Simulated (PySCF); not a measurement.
Compound: C3H5FO2.
SMILES with atom numbers: `[F:1][C@@H:2]1[CH2:3][O:4][CH2:5][O:6]1` (hydrogens: H7 on C2; H8, H9 on C3; H10, H11 on C5)

Structure used (PBE0-D3(BJ)/def2-SVP), in Å, numbered top down from 1:
```xyz
11
C3H5FO2 angstrom
F     -0.486    1.916    0.207
C     -0.265    0.822   -0.593
C     -1.003   -0.393   -0.004
O      0.022   -1.287    0.348
C      1.181   -0.524    0.431
O      1.058    0.456   -0.573
H     -0.548    1.106   -1.617
H     -1.677   -0.879   -0.723
H     -1.587   -0.057    0.873
H      2.059   -1.150    0.220
H      1.280   -0.039    1.424
```

The closed-shell ground state was solved at several levels (PySCF, density fitting, gas phase, non-relativistic).

| level | basis functions | total energy (Eh) | HOMO (eV) | LUMO (eV) | gap (eV) | dipole (D) |
| --- | --- | --- | --- | --- | --- | --- |
| PBE0/6-31G | 64 | -367.0757 | -7.91 | 2.48 | 10.39 | 1.11 |
| HF/pcSseg-2 | 286 | -365.7994 | -12.14 | 2.72 | 14.86 | 1.13 |
| OPBE/pcSseg-2 | 286 | -367.5675 | -6.42 | 0.01 | 6.43 | 0.96 |
| CAM-B3LYP/pcSseg-2 | 286 | -367.6229 | -9.56 | 1.30 | 10.86 | 1.06 |
| LC-wPBE/pcSseg-2 | 286 | -367.5431 | -10.87 | 2.43 | 13.30 | 1.04 |
| B97-D/pcSseg-2 | 286 | -367.5147 | -6.52 | 0.09 | 6.61 | 1.00 |
| LDA/pcSseg-2 | 286 | -364.9891 | -6.59 | -0.13 | 6.46 | 1.03 |
| BLYP/pcSseg-2 | 286 | -367.6672 | -6.42 | -0.08 | 6.34 | 1.01 |
| KT3/pcSseg-2 | 286 | -372.7754 | -6.68 | -0.23 | 6.45 | 0.99 |
| wB97X-D/pcSseg-2 | 286 | -367.6346 | -9.99 | 2.38 | 12.37 | 1.04 |

Task: Estimate the row for PBE0/pcSseg-2, a basis of 286 functions; the other rows only guide the guess.

Result: Total energy -367.3584 Eh, HOMO -8.07 eV, LUMO 0.67 eV, gap 8.74 eV, dipole 1.03 D.

Task: Over all these levels, which gives the widest orbital gap and which the narrowest?

Result: HF/pcSseg-2 (Hartree–Fock, all exact exchange) has the widest, 14.86 eV, and BLYP/pcSseg-2 (GGA) the narrowest, 6.34 eV. The two share the basis. From the narrowest to the widest the HOMO moves by -5.72 eV and the LUMO by +2.80 eV.

Task: In the pcSseg-2 basis, how does the gap go with the fixed share of exact exchange?

Result: BLYP (0 %) 6.34 eV; OPBE (0 %) 6.43 eV; KT3 (0 %) 6.45 eV; LDA (0 %) 6.46 eV; B97-D (0 %) 6.61 eV; PBE0 (25 %) 8.74 eV; HF (100 %) 14.86 eV. Each rise in the share widens the gap here.

Task: How far do the dipole and the HOMO energy spread over the levels?

Result: The dipole runs from 0.96 to 1.13 D (mean 1.04 D) and the HOMO from -12.14 to -6.42 eV.

One conformer stands for the species.

The pairwise dispersion term of B97-D and wB97X-D wasn't added to the energies; at a given geometry it leaves orbitals and properties as they are.
